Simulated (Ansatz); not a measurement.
**Potassium, bcc: convergence with the plane-wave cutoff**

Computed with Ansatz, PBE, scalar-relativistic PAW, on the relaxed cell (a = 5.283 Å; spin not included). Errors count from a run at 420 eV on a Γ-centred 14×14×14 mesh with Fermi-Dirac smearing of 0.1 eV, extrapolated to zero width. Fixed here: mesh 9×9×9, Fermi-Dirac width 0.1 eV. The pressure holds a Pulay correction and is unreliable far below the recommended cutoff. The SCF starts from atomic densities corrected by a trained network.

```
cutoff (eV)  E(σ→0) error (meV/atom)  P (GPa)  SCF iterations
        150                   5024.7    -0.11               7
        200                    887.8     0.05               6
        250                    118.1     0.04               6
        300                      7.9     0.00               6
        350                     -2.0     0.01               6
        420                     -2.5     0.00               6
        500                     -2.5     0.00               6
        600                     -2.6     0.00               6
        800                     -2.6     0.00               6
```

Within 5 meV/atom of the last row: from 350 eV on.
